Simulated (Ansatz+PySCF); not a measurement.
A calculation with PySCF 2.14.0.

```python
from pyscf import gto, scf, mp

mol = gto.M(atom="""
C 0.000000 0.000000 -0.665310
C 0.000000 0.000000 1.330620
H 0.000000 -0.931140 -1.240310
H 0.000000 0.931140 -1.240310
H 0.000000 -0.931140 1.905620
H 0.000000 0.931140 1.905620
""", basis='cc-pvdz', charge=0, spin=0)
mf = scf.RHF(mol)
mf.kernel()
pt = mp.MP2(mf, frozen=2).run()
print(mf.e_tot, pt.e_corr, pt.e_tot)
```

The script is written out from the run's settings.

Results

```yaml
Converged: yes
Reference_energy: -77.81916 hartree
Correlation_energy: -0.33521 hartree
Total_energy: -78.15438 hartree
```

Caution: large amplitudes, a single reference is doubtful; an unrestricted determinant lies well below.
